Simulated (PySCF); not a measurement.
Cartesian coordinates in Å; atom numbers follow the order of the lines, from 1:
```xyz
8

O    -0.038   -0.120    1.775
P    -0.103   -0.048    0.323
O    -0.522    1.331   -0.341
O     1.282   -0.351   -0.413
O    -1.160   -1.031   -0.315
H    -0.065    2.083    0.049
H     1.851   -0.888    0.148
H    -1.198   -0.996   -1.277
```

Geometry: PBE0-D3(BJ)/def2-TZVP; GIAO absolute shieldings from PySCF 2.14, gas phase, non-relativistic, averaged over equivalent atoms.

At wB97X-D/pcSseg-2 (229 basis functions, 21 s wall time on 1 thread of an Intel Xeon, shared host):
```json
{"atoms": "O1", "σ (ppm)": "199.6"}
{"atoms": "O3/O4/O5", "σ (ppm)": "227.7"}
{"atoms": "P2", "σ (ppm)": "307.1"}
{"atoms": "H6/H7/H8", "σ (ppm)": "28.24"}
```

Predict the values at KT3/pcSseg-2 on the same geometry.

Results:


```json
{"atoms": "O1", "σ at KT3/pcSseg-2": "194.0", "change": "-5.6"}
{"atoms": "O3/O4/O5", "σ at KT3/pcSseg-2": "223.1", "change": "-4.6"}
{"atoms": "P2", "σ at KT3/pcSseg-2": "335.3", "change": "+28.2"}
{"atoms": "H6/H7/H8", "σ at KT3/pcSseg-2": "28.47", "change": "+0.23"}
```

The largest change is at P2 (phosphorus bonded to 4 O). Cost: 229 basis functions, 22 s wall time on 1 thread of an Intel Xeon, shared host.
